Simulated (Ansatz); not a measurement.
A nudged elastic band was laid between two geometries of CH4BCl + H (8 atoms, charge 0, multiplicity 2).

Method: UKS B3LYP-D4/def2-SVP in Ansatz 0.2.0.

```
movable images  : 7
climbing image  : yes
spring          : 5.0 eV/Å²
optimiser       : quadratic models (default)
start path      : through a guess of the saddle point
force threshold : 0.03 eV/Å
iteration limit : 60
end points      : relaxed
```

Initial state:

```xyz
8
Properties=species:S:1:pos:R:3
B 0.025 -0.004 -0.200
H 0.127 -0.029 1.002
Cl 1.542 0.023 -1.098
C -1.355 0.002 -0.919
H -1.926 -0.893 -0.609
H -1.950 0.861 -0.555
H -1.309 0.036 -2.017
H -0.048 0.004 3.550
```

Final state:

```xyz
8
Properties=species:S:1:pos:R:3
B 0.163 0.009 -0.566
H 0.003 -0.006 2.419
Cl 1.566 -0.002 -1.598
C -1.326 0.008 -1.010
H -1.813 -0.905 -0.621
H -1.857 0.850 -0.534
H -1.476 0.055 -2.102
H -0.155 -0.009 3.166
```

Q: Which bonds break or form, and what moves?

A: Bonds broken: B1–H2. Bonds formed: H2–H8. CH4BCl + H becomes CH3BCl + H2.

Q: What energy profile does the band end with?

A: The run converged. The highest image is number 4 of 0 to 8, 0.221 eV above the first end and 0.229 eV above the last; the last end lies 0.008 eV below the first. A vibrational analysis at the climbing image gives one clearly imaginary mode, 1040i cm⁻¹, and a faint second one (16i cm⁻¹) that may be numerical noise or a soft torsion: probably a first-order saddle point.

| image | path coordinate (Å) | energy (eV) | B1–H2 (Å) | H2–H8 (Å) |
| --- | --- | --- | --- | --- |
| 0 | 0.00 | 0.000 | 1.21 | 2.55 |
| 1 | 0.54 | 0.000 | 1.21 | 2.65 |
| 2 | 1.09 | 0.002 | 1.21 | 2.35 |
| 3 | 1.63 | 0.044 | 1.21 | 1.72 |
| 4 | 2.18 | 0.221 | 1.44 | 0.99 |
| 5 | 3.01 | 0.017 | 2.31 | 0.77 |
| 6 | 3.84 | -0.007 | 2.82 | 0.76 |
| 7 | 4.68 | -0.011 | 2.97 | 0.76 |
| 8 | 5.51 | -0.008 | 2.99 | 0.76 |

Q: What is the geometry of the highest image?

A: 
```xyz
8
Properties=species:S:1:pos:R:3
B -0.003 -0.170 -0.048
H 0.009 -0.084 1.393
Cl 1.579 -0.137 -0.789
C -1.352 0.004 -0.797
H -1.858 -0.981 -0.817
H -2.028 0.673 -0.237
H -1.256 0.360 -1.836
H 0.014 0.335 2.286
```

Time of the run: 3.8 min on 2 threads of Arm Neoverse V1 (shared host), peak memory 0.17 GiB.
